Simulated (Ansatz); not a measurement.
A made-up structure of AlBH2S, closed shell:

Al1  (-0.667, 0.502, -0.468)
B2  (0.975, -0.736, 0.684)
S3  (2.231, -1.679, 1.566)
H4  (-1.996, -0.355, -1.267)
H5  (-0.542, 2.269, -0.515)
(Å)

It is relaxed with PBE-D4/def2-SVP and then PBE0-D4/def2-TZVP (Ansatz 0.2.0). Atoms count as bonded within 1.22 times the sum of their covalent radii (H–H: 0.88 Å). The end point is not checked to be a true minimum.

Problem. Does its bonding change? (A judgement: the text doesn't fix the answer.)

Solution. The calculation gives: No: no bond forms or breaks.

Where it ends: The first stage lowers the energy by 1.04 eV in 4 steps. It ends as AlBH₂S ([AlH2][B][S]):
```
5
angstrom
Al -0.5956 0.4488 -0.4180
B 0.8704 -0.6562 0.6109
S 1.9913 -1.5006 1.3976
H -1.7817 -0.3184 -1.1303
H -0.4844 2.0263 -0.4602
```

Labels in which every atom is bracketed show which atoms are joined, not bond orders.

For scale, one of the runs: PBE0-D4/def2-TZVP relaxation, 117 basis functions, launched by `ansatz run in.yaml --threads 2 --pin off --events-out ev --progress --plain --max-ram 4352MiB`. Hardware: 2 CPU threads of an Arm Neoverse V1, shared host. Wall time about 8.5 s.
